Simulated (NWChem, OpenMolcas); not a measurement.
SiH2F2 (SMILES F[SiH2]F): the dipole moment, rung by rung

SiH2F2: 5 atoms, total charge 0, spin state singlet. SMILES: `F[SiH2]F`. The coordinates come from a PBE0-D4/def2-TZVP relaxation.

Quantity: the dipole moment, in D. The values are calculated.

```json
{"level": "HF/aug-cc-pVDZ", "kind": "Hartree–Fock", "program": "OpenMolcas", "value (D)": "1.78", "CPU time": "8.7 s"}
{"level": "PBE/aug-cc-pVDZ", "kind": "GGA", "program": "NWChem", "value (D)": "1.46", "CPU time": "20 s"}
{"level": "M06-L/aug-cc-pVDZ", "kind": "meta-GGA", "program": "OpenMolcas", "value (D)": "1.56", "CPU time": "36 s"}
{"level": "TPSS/aug-cc-pVDZ", "kind": "meta-GGA", "program": "OpenMolcas", "value (D)": "1.45", "CPU time": "42 s"}
{"level": "B3LYP/aug-cc-pVDZ", "kind": "global hybrid", "program": "NWChem", "value (D)": "1.58", "CPU time": "19 s"}
{"level": "BHLYP/aug-cc-pVDZ", "kind": "global hybrid", "program": "OpenMolcas", "value (D)": "1.70", "CPU time": "26 s"}
{"level": "M06-2X/aug-cc-pVDZ", "kind": "hybrid meta-GGA", "program": "OpenMolcas", "value (D)": "1.61", "CPU time": "32 s"}
{"level": "PBE0/aug-cc-pVDZ", "kind": "global hybrid", "program": "OpenMolcas", "value (D)": "1.58", "CPU time": "26 s"}
```

The values span 1.45 to 1.78 D. Magnitudes only. Times are those of the runs behind each value, whatever else they computed, on shared processors of several kinds: orders of magnitude only.
